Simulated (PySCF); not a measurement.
**Assigning NMR signals**

Numbering as in the mapped SMILES `[CH3:1][CH2:2][O:3][C:4]1=[N:5][CH2:6]1`. Hydrogens are named by the atom that carries them.

[PySCF 2.14.0 with density-fitted response routines: coordinates at the GFN2-xTB level; NMR shieldings at PBE0/pcSseg-1/GIAO; no solvent model; non-relativistic Hamiltonian; one computed conformer; rapidly exchanging positions averaged]

Scale: 13C (σ = 186.93 ppm) and 1H (σ = 31.72 ppm) against TMS (reference shieldings calculated alike).

Q: Assign these signals to the numbered atoms. 13C{1H} NMR (computed): δ 179.2, 68.7, 30.1, 17.1.

A: 
| δ (ppm) | atoms | environment | reason |
| --- | --- | --- | --- |
| 179.2 | C4 | C=N carbon | – |
| 68.7 | C2 | sp3 CH2 bonded to O | deshielded by the electronegative neighbour |
| 30.1 | C6 | three-membered-ring carbon | pulled downfield by the heteroatom |
| 17.1 | C1 | methyl carbon | a saturated carbon with 1 carbon neighbour and no heteroatom attached |

Q: Assign these signals to the numbered atoms. 1H NMR (300 MHz, computed): δ 4.42 (q, 2H), 1.98 (s, 2H), 1.57 (t, 3H).

A: 
4.42 → H(C2), hydrogen on an sp3 CH2 bonded to O: its carbon carries O, an electronegative neighbour
1.98 → H(C6), hydrogen on a three-membered-ring carbon
1.57 → H(C1), hydrogen on a methyl carbon

Shifts are as computed. Against solution values, carbons near 30 ppm lie about +3 ppm off and those near 130 ppm about +5 ppm (rms about the fit 2.1 ppm; single classes can miss by 10 ppm). Of 1328 compounds with measured shifts, 309 miss one by over three times the rms of a fit or turn the order of signals round; such compounds aren't used in these exercises. Signals without a measured value on file couldn't be tested in this way; 1H shifts scatter by 0.2 ppm about their fit, and single ones miss by 0.5 ppm. Multiplicities follow the n + 1 count of equivalent neighbours, as no J values were calculated; m marks all less simple cases, F and P coupling included.
